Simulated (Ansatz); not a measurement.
A relaxation, step by step

CH₅BS, closed shell, PBE0-D4/def2-TZVP (Ansatz 0.2.0). Settings:

```yaml
hamiltonian: {xc: pbe0, dispersion: d4}
relax: {f_tol: 0.005, max_steps: 200}
```

Start, a step off a saddle point along its unstable mode:

```tsv
atom	x (Å)	y (Å)	z (Å)
B1	-0.6851	0.4315	-0.1283
S2	-0.4573	-0.9264	1.4910
C3	0.3871	0.4132	-1.0300
H4	0.4537	0.0333	1.3812
H5	-1.6329	1.0503	0.2190
H6	0.2963	-1.8584	0.8918
H7	0.3968	1.1252	-1.8453
H8	1.2413	-0.2687	-0.9794
```

```tsv
step	energy less the last (meV)	largest force component (eV/Å)
1	416.1	0.836
2	338.2	0.580
3	260.5	1.028
4	156.2	0.891
5	79.4	0.599
6	39.2	0.466
7 (rejected trial)	67.6	0.494
8	18.5	0.265
9	7.9	0.093
10	3.5	0.161
11 (rejected trial)	5.6	0.084
12	0.1	0.020
13 (rejected trial)	0.1	0.030
14	0.1	0.031
15	0.0	0.007
16	0.0	0.004
```

Step 3, positions (Å) and forces (eV/Å):

```csv
atom,x,y,z,Fx,Fy,Fz
B1,-0.717,0.457,-0.144,0.112,-0.259,-0.005
S2,-0.470,-0.909,1.457,0.948,1.028,-0.174
C3,0.360,0.408,-1.060,0.323,-0.341,0.068
H4,0.583,-0.043,1.733,-0.783,-0.881,0.080
H5,-1.704,1.060,0.121,-0.047,0.042,-0.007
H6,0.338,-1.773,0.811,-0.054,0.049,0.047
H7,0.419,1.123,-1.881,-0.019,-0.118,0.032
H8,1.192,-0.322,-1.038,-0.480,0.481,-0.040
```

Step 10, positions (Å) and forces (eV/Å):

```csv
atom,x,y,z,Fx,Fy,Fz
B1,-0.588,0.512,-0.088,0.113,-0.041,-0.145
S2,-0.441,-0.906,1.235,0.041,0.096,0.019
C3,0.316,0.368,-1.180,-0.161,0.040,0.146
H4,0.161,-0.339,2.308,-0.016,-0.033,0.024
H5,-1.505,1.220,0.206,0.012,-0.045,-0.049
H6,0.697,-1.484,0.813,0.003,-0.008,-0.009
H7,0.252,1.004,-2.060,0.038,0.016,0.059
H8,1.109,-0.374,-1.234,-0.031,-0.025,-0.045
```

Step 14, positions (Å) and forces (eV/Å):

| atom | x | y | z | Fx | Fy | Fz |
| --- | --- | --- | --- | --- | --- | --- |
| B1 | -0.583 | 0.503 | -0.090 | 0.003 | 0.002 | -0.009 |
| S2 | -0.438 | -0.899 | 1.243 | -0.031 | -0.006 | -0.013 |
| C3 | 0.315 | 0.367 | -1.182 | -0.004 | 0.004 | 0.011 |
| H4 | 0.160 | -0.334 | 2.317 | 0.012 | 0.012 | 0.018 |
| H5 | -1.505 | 1.207 | 0.191 | 0.000 | 0.003 | -0.003 |
| H6 | 0.697 | -1.488 | 0.828 | 0.024 | -0.011 | -0.008 |
| H7 | 0.258 | 1.029 | -2.043 | 0.002 | -0.007 | 0.003 |
| H8 | 1.096 | -0.385 | -1.263 | -0.006 | 0.003 | 0.000 |

Last step (16):

B1  (-0.584, 0.504, -0.090)
S2  (-0.438, -0.900, 1.242)
C3  (0.314, 0.367, -1.181)
H4  (0.159, -0.335, 2.317)
H5  (-1.505, 1.209, 0.191)
H6  (0.700, -1.485, 0.825)
H7  (0.260, 1.027, -2.043)
H8  (1.094, -0.387, -1.261)
(Å)

Hardware: 2 CPU threads of an Arm Neoverse V1, shared host. Wall time about 34 s.
